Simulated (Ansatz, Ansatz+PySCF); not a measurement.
```xyz
2

N     0.0000    0.0000   -0.6093
O     0.0000    0.0000    0.5331
```

Basis set: STO-3G (spherical functions). Frozen core: 2 orbitals. Correlation on ROHF uses semicanonical orbitals with singles. Charge 0, multiplicity 2.

Computed with Ansatz (development build ahead of 0.2.0); each method stands on the lowest determinant of its kind that the runs found.

The atomization energy at this shape (free ground-state atoms in the same class of orbitals less the molecule, no zero-point energy) of doublet NO:

```json
{"method": "ROHF-CCSD(T)", "atomization energy": "3.55 eV"}
{"method": "ROHF-MP2", "atomization energy": "3.26 eV"}
{"method": "UHF-MP2", "atomization energy": "2.70 eV"}
{"method": "UHF", "atomization energy": "0.12 eV"}
{"method": "ROHF", "atomization energy": "0.03 eV"}
```

**Question.** What does PBE0 (unrestricted) give?

**Answer.** 5.14 eV. Caution: the shape is not the minimum. Caution for UHF-MP2, UHF: the unrestricted determinant is spin contaminated.

This basis has no polarisation functions and is too small for such energies, which can lie far from measured ones in either direction.
